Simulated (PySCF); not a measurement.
## How the method moves the adiabatic energies of losing or gaining an electron of water

Structure: `O` (H2O).

All levels share the PBE0-D3(BJ)/def2-SVP structures and the PBE0-D3(BJ)/def2-SVP thermal terms; only the single-point energies (PySCF) change. Values are adiabatic energies of losing or gaining an electron (0 K, eV).

```tsv
level	ionisation energy to the radical cation	abs. error
HF/ma-def2-TZVP	10.83	1.79
PBE0-D3(BJ)/cc-pVDZ	12.00	0.61
PBE0-D3(BJ)/6-31G	12.05	0.57
PBE0-D3(BJ)/6-31G*	12.06	0.56
PBE0-D3(BJ)/def2-SVP	12.09	0.53
PBE0-D3(BJ)/def2-SV(P)	12.11	0.50
BHandHLYP/ma-def2-TZVP	12.21	0.41
M06-L/ma-def2-TZVP (grid 3)	12.23	0.39
PBE0-D3(BJ)/cc-pVTZ	12.28	0.33
TPSSh-D3(BJ)/ma-def2-TZVP (grid 3)	12.29	0.33
PBE0-D3(BJ)/pcseg-1	12.32	0.30
TPSS-D3(BJ)/ma-def2-TZVP (grid 3)	12.33	0.29
r2SCAN-D3(BJ)/ma-def2-TZVP (grid 3)	12.34	0.28
PBE0-D3(BJ)/def2-TZVP	12.34	0.28
PBE0-D3(BJ)/def2-TZVPP	12.36	0.26
PBE0-D3(BJ)/6-31+G*	12.36	0.25
HSE06/ma-def2-TZVP	12.38	0.24
PBE0-D3(BJ)/ma-def2-TZVP	12.38	0.24
PBE0-D3(BJ)/def2-QZVP	12.40	0.21
PBE0-D3(BJ)/def2-TZVPD	12.41	0.21
PBE0-D3(BJ)/pcseg-2	12.41	0.21
PBE0-D3(BJ)/aug-cc-pVTZ	12.42	0.20
PBE0-D3(BJ)/jun-cc-pV(T+d)Z	12.42	0.20
PBE0-D3(BJ)/def2-QZVPPD	12.42	0.20
PBE0-D3(BJ)/aug-cc-pVQZ	12.42	0.19
PBE0-D3(BJ)/6-311+G**	12.43	0.19
PBE0-D3(BJ)/aug-cc-pVDZ	12.43	0.19
PBE0-D3(BJ)/6-311++G(2d,2p)	12.43	0.19
B97-2/ma-def2-TZVP	12.46	0.16
PBE0-D3(BJ)/ma-def2-SVP	12.47	0.15
M06/ma-def2-TZVP (grid 3)	12.47	0.14
OPBE/ma-def2-TZVP	12.48	0.14
BLYP-D3(BJ)/ma-def2-TZVP	12.49	0.13
PBE0-D3(BJ)/aug-pcseg-1	12.49	0.13
PBE0-D3(BJ)/def2-SVPD	12.49	0.13
PBE-D3(BJ)/ma-def2-TZVP	12.53	0.09
M06-2X/ma-def2-TZVP (grid 3)	12.54	0.08
ωB97M-D3(BJ)/ma-def2-TZVP (grid 3)	12.55	0.07
B3LYP-D3(BJ)/ma-def2-TZVP	12.56	0.06
CAM-B3LYP-D3(BJ)/ma-def2-TZVP	12.56	0.06
LC-ωPBE/ma-def2-TZVP	12.56	0.05
ωB97X-D3(BJ)/ma-def2-TZVP	12.57	0.05
BP86-D3(BJ)/ma-def2-TZVP	12.62	0.01
LDA/ma-def2-TZVP	12.88	0.26
ATcT 1.112	12.62
```

Hartree-Fock leaves out electron correlation, so its ionisation energies and electron affinities from energy differences come out too low, often by 1 eV or more.

The spread: 2.05 eV, from 10.83 to 12.88.
